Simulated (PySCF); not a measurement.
## SMILES N1C(F)=CN=N1, C2H2FN3

Molfile (atoms numbered from 1):
```
C2H2FN3
     RDKit          3D

  8  8  0  0  0  0  0  0  0  0999 V2000
   -0.0456    2.0327    0.0299 F   0  0  0  0  0  0  0  0  0  0  0  0
    0.0383    0.7119    0.0030 C   0  0  0  0  0  0  0  0  0  0  0  0
    1.0921   -0.1597   -0.1170 C   0  0  0  0  0  0  0  0  0  0  0  0
    0.5699   -1.4027   -0.0812 N   0  0  0  0  0  0  0  0  0  0  0  0
   -0.6932   -1.3460    0.0493 N   0  0  0  0  0  0  0  0  0  0  0  0
   -1.0640   -0.0657    0.1050 N   0  0  0  0  0  0  0  0  0  0  0  0
    2.1390    0.0246   -0.2216 H   0  0  0  0  0  0  0  0  0  0  0  0
   -2.0275    0.2144    0.2080 H   0  0  0  0  0  0  0  0  0  0  0  0
  1  2  1  0
  2  3  2  0
  3  4  1  0
  4  5  2  0
  5  6  1  0
  6  2  1  0
  3  7  1  0
  6  8  1  0
M  END
```

Computed, not measured: GIAO KT3/pcSseg-1 magnetisability, rotational g tensor and spin-rotation constants, non-relativistic, gas phase in PySCF. Geometry: GFN2-xTB.

Task: Give the nuclear spin-rotation constants along the inertial axes (H = +C I·J) beside the isotropic shieldings.

Result: Rotational constants 9.9870, 3.6747, 2.6863 GHz. A star marks the isotopologue with that one atom substituted, in its own axes.
```
atom  isotope  Caa (kHz)  Cbb (kHz)  Ccc (kHz)  mean (kHz)  σ (ppm)
  F1      19F     11.569      4.825      0.124       5.506    325.5
  N4      14N      2.163      1.029      0.147       1.113    -91.3
  N5      14N      2.344      0.819      0.220       1.127    -82.6
  N6      14N      1.083      0.674      0.216       0.658     43.0
  H7       1H     -1.037      0.409     -0.300      -0.309     24.7
  H8       1H     -0.909      0.457     -0.307      -0.253     21.3
  C2     13C*      4.353      1.323      0.721       2.132     27.9
  C3     13C*      2.909      1.387      0.420       1.572     80.4
```
For the geometry as given, no vibrational averaging.

Task: How do the rotational constants and the g tensor change when H7, H8 are replaced by deuterium?

Result: Constants 8.5027, 3.6737, 2.5653 GHz; g -0.0786, -0.0710, 0.0059, against -0.0922, -0.0711, 0.0061 before.
